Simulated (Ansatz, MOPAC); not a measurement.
Species: C2H5O (charge 0, doublet). SMILES: O[CH]C

Atoms: C1, C2, O3, H4, H5, H6, H7, H8. Bonds: C1-C2, C1-H6, C1-H7, C1-H8, C2-O3, C2-H5, O3-H4.

Bond lengths (Å) and angles (degrees) optimised at PM3 with MOPAC; HF/6-31G* with Ansatz (a quantum-chemistry and plane-wave program); PBE/6-31G* with Ansatz; B3LYP/LANL2DZ with Ansatz; B3LYP/6-31G* with Ansatz; MP2/6-31G* with Ansatz, each started from the B3LYP-D3(BJ)/def2-TZVP structure (Ansatz) of the last column. A row stands for all coordinates that are equal there; 10 of 17 kinds are shown. 6-31G* holds six Cartesian d functions. No wavenumbers were computed at PBE/6-31G*, B3LYP/LANL2DZ, MP2/6-31G*, so these may be saddle points.

```tsv
coordinate	PM3	HF/6-31G*	PBE/6-31G*	B3LYP/LANL2DZ	B3LYP/6-31G*	MP2/6-31G*	B3LYP-D3(BJ)/def2-TZVP
C1-C2	1.471	1.492	1.487	1.496	1.487	1.486	1.479
C1-H6	1.099	1.085	1.103	1.097	1.095	1.093	1.091
C1-H7	1.098	1.085	1.106	1.098	1.097	1.093	1.094
C1-H8	1.099	1.090	1.114	1.105	1.104	1.099	1.101
C2-O3	1.347	1.366	1.385	1.412	1.378	1.382	1.374
C2-H5	1.091	1.080	1.100	1.093	1.092	1.090	1.086
O3-H4	0.948	0.946	0.978	0.979	0.969	0.971	0.963
C1-C2-O3	116.0	113.5	114.1	113.9	114.1	112.8	114.5
C2-C1-H6	110.1	110.5	110.2	110.1	110.3	110.4	110.3
C2-C1-H7	113.4	110.3	110.8	110.5	110.7	110.0	110.9
```

Mean signed difference of all 7 bond lengths from B3LYP-D3(BJ)/def2-TZVP: PM3 -0.005 Å, HF/6-31G* -0.006 Å, PBE/6-31G* 0.012 Å, B3LYP/LANL2DZ 0.013 Å, B3LYP/6-31G* 0.005 Å, MP2/6-31G* 0.004 Å.
